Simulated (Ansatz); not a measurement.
Isolated molecules relaxed with PBE0-D4/def2-TZVP in Ansatz; ΔE leaves out vibrations. CBS: MP2 limit from def2 TZ/QZ plus the TZ coupled-cluster correction, frozen cores. This one scheme is used for every species. Functionals use def2-TZVPP. One conformer a species, not always the lowest.

Consider the formal exchange of groups at a C–Si bond: `C[SiH2]F` + CH₃OH → `CCO` + `F[SiH3]`.

```tsv
level	ΔE (kJ/mol)
ωB97X-V	37.8
revPBE	40.9
BLYP	38.7
HF/def2-QZVPP	34.5
```

(1) What does CCSD(T)/CBS give? (An estimate is asked.)

Largest T1 diagnostic among the species: 0.011.

Answers

(1) The calculation gave: +39.0 kJ/mol. The listed levels differ from it by -1.2, 1.9, -0.3, -4.5 kJ/mol.

Leaving LDA and LC-ωPBE aside and taking each functional with its dispersion term where it has one, the values, not all of them listed here, spread over 4.6 kJ/mol, from ωB97X-V to B97M-V. LDA lies −3.1 kJ/mol from PBE without D4. At CCSD(T), def2-SVP lies −14.0 kJ/mol from the extrapolated value and def2-TZVPP −2.2 kJ/mol.
